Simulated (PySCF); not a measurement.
From one molecule to another.

First species: difluoromethane, CH2F2.
InChI=1S/CH2F2/c2-1-3/h1H2

Second species: C4H9NOSi2.
SMILES: `C=CC[Si@H](C#N)O[SiH3]`

Levels: B3LYP/def2-SVPD for dipole moment, HOMO energy, LUMO energy, HOMO–LUMO gap, static isotropic polarisability and electronic spatial extent ⟨r²⟩ about the centre of nuclear charge; TDDFT B3LYP/def2-SVPD for lowest singlet excitation; TDA B3LYP/def2-SVPD for lowest triplet excitation (Tamm–Dancoff); GFN2-xTB for rotational constant A and rotational constant C. Geometries: GFN2-xTB. Each species is one conformer at its optimised geometry, gas phase, non-relativistic unless stated. Electronic properties by PySCF.

Dipoles, sizes and rotational constants follow the conformer. The torsions of the flexible species, by atom-mapped SMILES:
- `[CH2:1]=[CH:2][CH2:3][Si@H:4]([C:5]#[N:6])[O:7][SiH3:8]`: C1–C2–C3–Si4 108°, C2–C3–Si4–C5 173°, C3–Si4–O7–Si8 59°

(1) Which of the two has the higher static isotropic polarisability, and by how much?

(2) Which has the higher LUMO energy?

(3) Which has the higher rotational constant C?

(4) Which of the two has the higher ⟨r²⟩, and by how much?

(5) Which of the two has the higher dipole moment, and by how much?

(6) Which of the two has the higher HOMO energy, and by how much?

(7) Which of the two has the higher S1 energy, and by how much?

(8) Which has the higher rotational constant A?

Answers

(1) The second: 104.6 au against 17.6 au, a difference of 87.0 au.

(2) The first: 0.47 eV against -1.11 eV, a difference of 1.58 eV.

(3) The first: 9.445 GHz against 0.643 GHz, a difference of 8.802 GHz.

(4) The second: 1773 bohr² against 139 bohr², a difference of 1634 bohr².

(5) The second: 3.61 D against 1.93 D, a difference of 1.68 D.

(6) The second: -7.42 eV against -9.78 eV, a difference of 2.36 eV.

(7) The first: 9.09 eV against 5.61 eV, a difference of 3.48 eV.

(8) The first: 49.689 GHz against 1.404 GHz, a difference of 48.285 GHz.

On the first: In wavenumbers S1 is 73300 cm⁻¹ (1 eV = 8065.54 cm⁻¹). The principal polarisabilities are 16.8, 17.6 and 18.5 au; their mean is the isotropic value.

On the second: The dipole matches unit charges of opposite sign 0.75 Å apart (1 e·Å = 4.8032 D). S1 lies 0.70 eV below the HOMO–LUMO gap; its leading configuration is HOMO→LUMO, weight 0.94.
